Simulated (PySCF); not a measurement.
The calculation used core-valence-separated Tamm–Dancoff BHandHLYP/aug-pcX-1 (pcseg-1 on H) in PySCF, non-relativistic, gas phase, PBE0-D3(BJ)/def2-SVP geometry. The energies are unshifted.

Main lines of an unknown, eV (oscillator strength): C K: 282.9 (0.068), 286.2 (0.043), 286.6 (0.045), 287.2 (0.033), 287.9 (0.014); N K: 396.4 (0.061), 400.2 (0.055), 402.9 (0.007). Listed: the first five lines at most of each edge with a tenth or more of its strongest line's intensity; roots within 0.03 eV on the same or equivalent atoms are summed. Only the lowest roots were sought, and the top ones are left out.

Problem. Which candidate gives them?
A. `[H]/N=C/C=C\F`
B. `N(=C)C(=C)F`
C. `[C@H](C#N)(C)F`
D. `FC[C@H]1C=N1`

Solution. D. 

- `FC[C@H]1C=N1`: C K: 282.9 (0.068), 286.2 (0.043), 286.6 (0.045), 287.2 (0.033), 287.9 (0.014); N K: 396.4 (0.061), 400.2 (0.055), 402.9 (0.007). First C line listed at 282.9 eV, hole on the C=N carbon (1s→π*); first N line listed at 396.4 eV, hole on the C=N nitrogen.
- `C[C@@H](F)C#N`: C K: 283.7 (0.056), 284.0 (0.065), 285.9 (0.010), 286.4 (0.010), 286.7 (0.026); N K: 397.0 (0.064), 397.5 (0.063), 403.2 (0.007). First C line listed at 283.7 eV, hole on the nitrile carbon (1s→π*); first N line listed at 397.0 eV, hole on the nitrile nitrogen (1s→π*).
- `C=NC(=C)F`: C K: 282.3 (0.053), 282.4 (0.067), 285.3 (0.059), 286.0 (0.007), 286.5 (0.029); N K: 396.3 (0.054), 401.1 (0.011), 402.4 (0.006). First C line listed at 282.3 eV, hole on the terminal =CH2 carbon (1s→π*); first N line listed at 396.3 eV, hole on the imine nitrogen (1s→π*).
- `[H]/N=C/C=C\F`: C K: 282.8 (0.038), 283.0 (0.068), 284.3 (0.069), 286.1 (0.021), 286.2 (0.017); N K: 395.7 (0.057), 399.7 (0.019), 402.3 (0.008). First C line listed at 282.8 eV, hole on the alkene CH carbon (1s→π*); first N line listed at 395.7 eV, hole on the imine nitrogen (1s→π*).

One conformer each; other structures than these candidates weren't tested.

The values belong to the conformer `[F:1][CH2:2][C@H:3]1[CH:4]=[N:5]1`: F1–C2–C3–C4 80°.
